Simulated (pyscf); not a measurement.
Thermochemistry of product channels of HO–Sn:–OH (SMILES [OH][Sn][OH]) [singlet] + NH₃ (SMILES N) on the singlet surface, in kJ/mol, from ωB97M-D3(BJ)/def2-TZVP energies (ideal gas, 1 atm, RRHO with modes under 100 cm⁻¹ raised to 100, one conformer, R ln 2 for chiral ones without a mode under 150 cm⁻¹). Structures and frequencies: ωB97X-D3(BJ)/def2-SVP in PySCF.

```tsv
products	ΔE	ΔH(298 K)	ΔG(600 K)	ΔG(1200 K)
H₂N–SnH(OH)–OH (SMILES [NH2][SnH]([OH])[OH])	[?]	+39.5	+115.3	+181.7
H₂N–Sn(=O)–OH (SMILES [NH2][Sn](=[O])[OH]) + H₂ (SMILES [H][H])	+295.9	+274.4	+279.7	+275.6
```

Problem. Complete the blanks.

Solution. 
- H₂N–SnH(OH)–OH (SMILES [NH2][SnH]([OH])[OH]), ΔE: +45.5

These are energies of the channels, which say nothing of barriers. Elements past Kr carry the def2 core potentials, without spin-orbit coupling.
